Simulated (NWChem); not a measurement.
System: CH₃, doublet; SMILES [CH3]

Here is an NWChem input.

```
start job
memory heap 200 mb stack 900 mb global 1100 mb
geometry units angstroms noautosym nocenter noautoz
  C      0.000000     0.000000     0.000000
  H     -0.770946    -0.770946     0.000000
  H     -0.282186     1.053132     0.000000
  H      1.053132    -0.282186     0.000000
end
basis spherical
  * library aug-cc-pvdz
end
dft
  odft
  mult 2
  xc b3lyp
  iterations 150
end
tddft
  cis
  nroots 6
end
task tddft energy
```

In the optimisation the excess spin sits in a2" (D3h, its own frame). Structure relaxed at the PBE0/def2-SVP, spin-unrestricted level. No stability test was run on the SCF state. B3LYP is NWChem's, with the RPA form of VWN correlation.

Vertical excitations in the gas phase. Excited states of an open shell can be spin-contaminated.

Problem. What results follow from this input? (B3LYP/aug-cc-pVDZ, spin-unrestricted, TDA.) Quantities: lowest excitation (eV); oscillator strength of that lowest state; lowest state with f > 0.02 (eV); oscillator strength of that bright state; lowest empty minus highest occupied level, either spin (eV).

Solution. The lowest excitation (eV) comes out as 5.19, the oscillator strength of that lowest state comes out as 0.037 and the lowest state with f > 0.02 (eV) is 5.19. The oscillator strength of that bright state comes out as 0.037. The lowest empty minus highest occupied level, either spin (eV) is 4.26.
